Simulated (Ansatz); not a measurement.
# 1,1-elimination

Start structure (SiH4S, singlet), relaxed at PBE0-D4/def2-TZVP:

Si1  (-0.491, -0.003, 0.194)
S2  (1.277, 0.835, -0.667)
H3  (-0.218, -0.608, 1.522)
H4  (-1.092, -1.035, -0.688)
H5  (-1.422, 1.141, 0.341)
H6  (1.946, -0.330, -0.701)
(Å)

The step: SiH₄S ([SiH3][SH]) → SiH₂ + H₂S (still joined by a long Si–S bond); bonds formed: S2–H3; bonds broken: Si1–H3; bonds weakened to dative contacts: Si1–S2. Program: Ansatz 0.2.0. Basis: def2-TZVPP and def2-QZVPP. Cores are frozen in the correlated methods. Extrapolation: Hartree–Fock as exp(−7.88 √X), correlation as X^−2.97. Energies below are by CCSD(T) at an estimated basis limit (MP2 extrapolated from triple and quadruple zeta, plus CCSD(T) − MP2 in triple zeta).

What are the electronic barrier and the energy of the step, from the start structure to the end structure? (To be estimated.)

Computed: Barrier 66.32 kcal/mol; step energy 52.97 kcal/mol (uphill); reverse barrier, their difference, 13.35 kcal/mol. Barrier and step energy count from the start structure, the reverse barrier from the end structure.

The saddle point: One imaginary mode of 678i cm⁻¹.
```tsv
pair	start (Å)	saddle (Å)	end (Å)
S2–H3	3.02	1.55	1.35
Si1–S2	2.14	2.50	2.41
Si1–H3	1.48	1.71	2.99
```

Zero-point energy (harmonic, PBE0-D4): ZPE is 21.33 kcal/mol at the start and 18.67 kcal/mol at the saddle, so the barrier goes from 66.32 to 63.66 kcal/mol.

First-order rate constant out of the start structure at 498 K by transition-state theory, with harmonic vibrational free energies alone and no tunnelling: ΔA‡ = 63.58 kcal/mol, so k = (kB T/h) exp(−ΔA‡/kB T) ≈ 10^-15 s⁻¹ (an order of magnitude at best: rotation, the number of equivalent paths and anharmonicity are left out).

No T1 diagnostic of these runs exceeds 0.017. The restricted Hartree–Fock reference is unstable towards an unrestricted one at one or more of these structures.

Losses and insertions of silylenes and their heavier kin drive the gas-phase chemistry of silicon and germanium vapour deposition.

Labels in which every atom is bracketed show which atoms are joined, not bond orders.

For scale, one of the runs: CCSD(T)/def2-TZVPP, 140 basis functions, launched by `ansatz run in.yaml --threads 2 --pin off --events-out ev --progress --plain --max-ram 4352MiB`. The run took 6.5 s on 2 CPU threads of an Arm Neoverse V2 (shared host), with 0.69 GiB of host memory at its peak.
